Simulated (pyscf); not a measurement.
Thermochemistry of product channels of H₂N–AlH₂ on the singlet surface, in kJ/mol, from ωB97M-D3(BJ)/def2-TZVP energies (ideal gas, 1 atm, RRHO with modes under 100 cm⁻¹ raised to 100, one conformer, R ln 2 for rigid chiral ones). Optimised with ωB97X-D3(BJ)/def2-SVP in PySCF.

| products | ΔE | ΔH(298 K) | ΔG(298 K) | ΔG(1200 K) |
|---|---|---|---|---|
| NH₃ + AlH [singlet] | … | +211.0 | +172.5 | … |
| H₂N–Al [singlet] + H₂ | +104.3 | +97.4 | +62.5 | -45.8 |
| HN=AlH + H₂ | +290.5 | +274.3 | +241.4 | … |

Task: Some entries are withheld; supply them.

Result: 
- NH₃ + AlH [singlet], ΔE: +207.3
- NH₃ + AlH [singlet], ΔG(1200 K): +62.7
- HN=AlH + H₂, ΔG(1200 K): +134.0

The channel to H₂N–Al [singlet] + H₂ turns favourable between 298 and 1200 K (ΔG from +62.5 kJ/mol to -45.8 kJ/mol).

These are energies of the channels, which say nothing of barriers.
